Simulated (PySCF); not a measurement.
Point-charge models of `[Li][F]` (lithium fluoride) against its computed dipole.

Coordinates (PBE0-D3(BJ)/def2-TZVP, Å) and charges (e) from the PBE0/pcSseg-2 density (PySCF):

```json
{"atom": "Li1", "x": "0.787", "y": "-0.040", "z": "0.005", "Mulliken": "+0.7144", "IAO": "+0.9403", "Hirshfeld": "+0.5972", "ESP-fitted": "+0.8183"}
{"atom": "F2", "x": "-0.772", "y": "0.011", "z": "-0.017", "Mulliken": "-0.7144", "IAO": "-0.9403", "Hirshfeld": "-0.5973", "ESP-fitted": "-0.8183"}
```

Question: Form Σ q r in debye for every column and set it beside the full dipole.

Answer: The full density gives (6.17, -0.20, 0.09) D, 6.18 D in size; dipole vectors point from the negative to the positive end.

```csv
scheme,μx,μy,μz,size (D),share of the full size (%),angle to the full dipole (°)
Mulliken,5.35,-0.17,0.08,5.35,87,0
IAO,7.04,-0.23,0.10,7.05,114,0
Hirshfeld,4.47,-0.15,0.06,4.48,72,0
ESP-fitted,6.13,-0.20,0.09,6.13,99,0
```

Question: Which set comes closest?

Answer: Length of the difference vector: ESP-fitted 0.04 D, Mulliken 0.82 D, IAO 0.87 D, Hirshfeld 1.70 D. Closest: ESP-fitted. 

Question: What is left for the Hirshfeld atoms' own dipoles?

Answer: The Hirshfeld atoms' densities add up to the full density, so μ = Σ q r + Σ (atomic dipoles). The atomic dipoles sum to (6.17, -0.20, 0.09) − (4.47, -0.15, 0.06) = (1.70, -0.05, 0.03) D, 1.70 D in size.

Question: Give the size of the full dipole in other units.

Answer: 6.18 D = 2.430 au = 1.286 e·Å = 20.60 × 10⁻³⁰ C·m.

Geometry: PBE0-D3(BJ)/def2-TZVP; no solvent, vibrations or thermal averaging.

These values come from a run that also computed NMR shieldings. Hardware: Arm Neoverse N1, one thread, no GPU, shared host with 64 logical CPUs at a one-minute load of 46. Cost: 2.1 s wall (with the writing of density and orbital grids), 0.28 GiB resident at most.
